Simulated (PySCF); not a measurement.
# Relaxation of singlet SO2F2

Level of theory: PBE0/[S def2-TZVP, O def2-TZVP, F def2-TZVP], no relativity, density fitting, PySCF. A (50,194) grid was used.

A hand-made square planar (ligand arrangement 1) start, of C2v symmetry, held to at least that symmetry:

```xyz
5
charge 0 multiplicity 1, angstrom
S    -0.0743   -0.0743    0.0000
O    -1.5843   -0.0743    0.0000
O    -0.0743   -1.5843    0.0000
F     1.5957   -0.0743    0.0000
F    -0.0743    1.5957    0.0000
```

Question: What forces act on the atoms at the start (eV/Å)?

Answer: 
```csv
atom,Fx,Fy,Fz
S1,-4.41,-4.41,0.00
O2,0.93,3.26,0.00
O3,3.26,0.93,0.00
F4,-1.71,1.94,0.00
F5,1.94,-1.71,0.00
```

Question: What does it relax to?

Answer: It ends at C2v with S–F 1.647 Å (×2), S–O 1.453 Å (×2); F–S–F 77.2°, F–S–O 88.7° (×2), F–S–O 165.9° (×2), O–S–O 105.5°. A frequency run shows 1 imaginary mode, down to 324i cm⁻¹, so it is a saddle point. Other isomers or separated fragments may lie lower.

Question: How much energy is released, and in how many steps?

Answer: 112.3 kJ/mol in 6 steps.

The relaxation took 14 s on 4 threads of a shared Arm Neoverse V2 host, with 161 basis functions and 8 gradients; the process peaked at 0.99 GiB. Launch command: `OMP_NUM_THREADS=4 python axn.py task.json out`.
